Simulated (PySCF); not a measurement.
Relaxation of singlet SiCl2

Computed with PBE0/[Si def2-TZVP, Cl def2-TZVP], no relativity, density fitting, PySCF. A (50,194) grid was used.

A hand-made linear start, of D∞h symmetry, held to at least that symmetry:

Coordinates in bohr (charge 0 multiplicity 1):
```
Si    0.0000    0.0000    0.0000
Cl    0.0000    0.0000    4.0629
Cl    0.0000    0.0000   -4.0629
```

Question: What forces act on the atoms at the start (eV/Å)?

Answer: 
| atom | Fx | Fy | Fz |
| --- | --- | --- | --- |
| Si1 | 0.00 | 0.00 | 0.00 |
| Cl2 | 0.00 | 0.00 | 0.57 |
| Cl3 | 0.00 | 0.00 | -0.57 |

Question: What does it relax to?

Answer: It ends at D∞h with Si–Cl 2.194 Å (×2); Cl–Si–Cl 180.0°. A frequency run shows 2 imaginary modes (one degenerate set), down to 242i cm⁻¹, so it is a higher-order saddle point.

Question: How much energy is released, and in how many steps?

Answer: 2.4 kJ/mol in 3 steps.
